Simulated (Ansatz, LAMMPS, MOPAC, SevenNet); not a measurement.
# Cubic BN, zone-centre TO phonon frequency

Reference value: 1055 ± 0.6 cm⁻¹ (measured, 300 K, no zero-point or thermal correction; as tabulated in Ioffe Institute, NSM Archive: BN, mechanic properties page).

```json
[
 {"level (code)": "ExTeP BN.extep (LAMMPS)", "value (cm⁻¹)": "1311", "cell (Å³/atom)": "5.63", "difference (%)": "+24"},
 {"level (code)": "PM7 semi-empirical Hartree-Fock (MOPAC)", "value (cm⁻¹)": "1075", "cell (Å³/atom)": "6.47", "difference (%)": "+1.9"},
 {"level (code)": "SevenNet-0", "value (cm⁻¹)": "811", "cell (Å³/atom)": "5.93", "difference (%)": "-23"},
 {"level (code)": "LDA (Ansatz)", "value (cm⁻¹)": "1068", "cell (Å³/atom)": "5.74", "difference (%)": "+1.2"},
 {"level (code)": "PBE (Ansatz)", "value (cm⁻¹)": "1027", "cell (Å³/atom)": "5.95", "difference (%)": "-2.7"},
 {"level (code)": "PBE-D3(BJ) (Ansatz)", "value (cm⁻¹)": "1046", "cell (Å³/atom)": "5.86", "difference (%)": "-0.9"},
 {"level (code)": "r²SCAN (Ansatz)", "value (cm⁻¹)": "1044", "cell (Å³/atom)": "5.88", "difference (%)": "-1.0"},
 {"level (code)": "r²SCAN+rVV10 (Ansatz)", "value (cm⁻¹)": "1047", "cell (Å³/atom)": "5.86", "difference (%)": "-0.8"},
 {"level (code)": "PBE0 (Ansatz)", "value (cm⁻¹)": "1082", "cell (Å³/atom)": "5.82", "difference (%)": "+2.6"}
]
```

Once the reference is moved by up to 3.0 % (a margin picked here for doubts on the reference and the settings, and for temperature and zero-point motion) and values within 0.7 % count as equal, the nearest can be r²SCAN+rVV10 (-0.8 %), PBE-D3(BJ) (-0.9 %), r²SCAN (-1.0 %), LDA (+1.2 %), PM7 semi-empirical Hartree-Fock (MOPAC) (+1.9 %), PBE0 (+2.6 %) or PBE (-2.7 %). By the same margin the farthest can be ExTeP BN.extep (+24 %) or SevenNet-0 (-23 %). Within 10 %: PM7 semi-empirical Hartree-Fock (MOPAC), LDA, PBE, PBE-D3(BJ), r²SCAN, r²SCAN+rVV10, PBE0.

The measured value isn't corrected to a static lattice, so vibrations enter the comparison.  PM7 semi-empirical Hartree-Fock (MOPAC): the method was fitted mainly to molecules. PM7 semi-empirical Hartree-Fock (MOPAC): the run uses a supercell at the zone centre in place of a k mesh. PBE-D3(BJ): the dispersion coefficients are held fixed in the derivatives. Each level is taken at its own relaxed cell. Cutoffs and k meshes differ between the levels. Ansatz's density-functional and Hartree–Fock values are scalar-relativistic unless marked +SOC, with PAW data made under PBE.

Empirical potentials (ExTeP BN.extep) are fitted to chosen data: where that held the value shown, agreement is built in, and what lay outside the fit can be far off. Machine-learned potentials (SevenNet-0) are trained on DFT data: a solid inside that data is no test of them.

Differences are worked out from the printed values.

Ansatz is a first-principles code.
